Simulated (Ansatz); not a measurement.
C4H8S (`C=C(S)CC`). Total charge 0; spin multiplicity 1. The structure was optimised at the PBE0-D4/def2-TZVP level. It is one conformer, not always the lowest.

```xyz
13

C    -1.778   -0.639    0.698
C    -0.866   -0.204   -0.168
S    -1.374    0.860   -1.481
C     0.597   -0.502   -0.043
C     1.448    0.716    0.293
H    -2.833   -0.422    0.583
H    -1.476   -1.223    1.560
H    -0.384    0.548   -2.333
H     0.720   -1.267    0.729
H     0.950   -0.947   -0.981
H     2.501    0.438    0.374
H     1.136    1.154    1.243
H     1.358    1.489   -0.473
```

(1) What is the dipole moment at r2SCAN/def2-TZVPP? (An estimate is asked.)

(2) And with PBE, B3LYP, ωB97M-V? (Best estimate.)

(3) Give the Mulliken charges with r2SCAN, ωB97M-V, B3LYP in def2-TZVPP. (Best estimate.)

## Answers

(1) Computed: 1.53 D, with components (1.38, -0.64, 0.19) D in this frame, pointing from negative to positive charge.

(2) Ansatz gave: PBE 1.44 D, B3LYP 1.45 D, ωB97M-V 1.45 D.

(3) Ansatz gave: 
| atom | r2SCAN | ωB97M-V | B3LYP |
| --- | --- | --- | --- |
| C1 | -0.23 | -0.24 | -0.25 |
| C2 | 0.06 | 0.03 | 0.06 |
| S3 | -0.14 | -0.11 | -0.14 |
| C4 | 0.01 | -0.19 | -0.09 |
| C5 | -0.13 | -0.27 | -0.23 |
| H6 | 0.08 | 0.10 | 0.10 |
| H7 | 0.07 | 0.09 | 0.09 |
| H8 | 0.09 | 0.10 | 0.09 |
| H9 | 0.02 | 0.08 | 0.06 |
| H10 | 0.03 | 0.10 | 0.06 |
| H11 | 0.04 | 0.10 | 0.08 |
| H12 | 0.05 | 0.11 | 0.09 |
| H13 | 0.04 | 0.09 | 0.07 |

B3LYP here is the variant with VWN-RPA as its local correlation; programs differ in this.
